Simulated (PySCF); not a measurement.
**Working out the ionisation energy of O**

O [He] 2s2 2p4 (3P) → O+ [He] 2s2 2p3 (4S). All numbers are calculated (PySCF 2.14, the non-relativistic Hamiltonian (point nucleus), in dyall-av2z (11s7p2d, 42 functions)). Frozen: 1s2; the 8 highest virtual orbitals dropped. Energies in hartree (1 hartree = 27.21139 eV):

```json
{"part": "UHF", "O (lower)": "-74.814601", "O+ (upper)": "-74.374289"}
{"part": "MP2 opposite-spin", "O (lower)": "-0.093584", "O+ (upper)": "-0.059789"}
{"part": "MP2 same-spin", "O (lower)": "-0.032377", "O+ (upper)": "-0.025401"}
```

**Question.** What does Hartree-Fock give?

**Answer.** (-74.374289) − (-74.814601) = 0.440312 hartree = 11.981 eV.

**Question.** What do MP2 and SCS-MP2 (6/5 opposite-spin, 1/3 same-spin) give?

**Answer.** The opposite-spin parts differ by 0.920 eV and the same-spin parts by 0.190 eV. MP2: 11.981 + (0.920) + (0.190) = 13.091 eV. SCS-MP2: 11.981 + 1.2 × (0.920) + (0.190)/3 = 13.148 eV.

Measured between the centres of the two terms (NIST): 13.608 eV, so MP2 (valence) is off by -0.517 eV.

A double-zeta basis recovers only part of the correlation energy.

What remains against the reference includes basis incompleteness, the frozen core and correlation beyond second order.
